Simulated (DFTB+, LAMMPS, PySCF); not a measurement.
# How well does each level of theory give the bulk modulus B0 of diamond?

Reference value: 455 GPa (measured, 0 K value with the zero-point phonon effect removed; as tabulated in Mejia-Rodriguez and Trickey (2018), arXiv:1807.09216).

| level (code) | value (GPa) | cell (Å³/atom) | error (%) |
|---|---|---|---|
| COMB comb3 (LAMMPS) | 472 | 5.58 | +3.7 |
| LCBOP C.lcbop (LAMMPS) | 439 | 5.66 | -3.5 |
| DFTB cp2k-nonscc (DFTB+) | 484 | 5.68 | +6.4 |
| PBE (PySCF) | 435 ± 10 | 5.70 | -4.4 |
| PBE0 (PySCF) | 468 ± 10 | 5.59 | +2.9 |
| Hartree–Fock (PySCF) | 501 ± 20 | 5.59 | +10.1 |
| MP2 (PySCF) | 469 ± 10 | 5.53 | +3.1 |
| CCSD (PySCF) | 462 ± 10 | 5.55 | +1.5 |
| CCSD(T) (PySCF) | 450 ± 10 | 5.60 | -1.1 |

Once the reference is moved by up to 1.7 % (a margin picked here for doubts on the reference and the settings) and values within 1.7 % count as equal, the nearest can be CCSD(T) (-1.1 %), CCSD (+1.5 %), PBE0 (+2.9 %), MP2 (+3.1 %) or LCBOP C.lcbop (-3.5 %). Among them Hartree–Fock (+10.1 %) misses by most. Within 15 %: COMB comb3, LCBOP C.lcbop, DFTB cp2k-nonscc, PBE, PBE0, Hartree–Fock, MP2, CCSD, CCSD(T).

A ± on a computed value is a rough bar: the spread of its extrapolation, a floor set from checks against published values, or a statistical error. DFTB cp2k-nonscc: this tight-binding set is not self-consistent in the charges. Each level is taken at its own relaxed cell.

Empirical potentials (COMB comb3, LCBOP C.lcbop) are fitted to chosen data: where that held the value shown, agreement is built in, and what lay outside the fit can be far off.

Differences are worked out from the printed values.
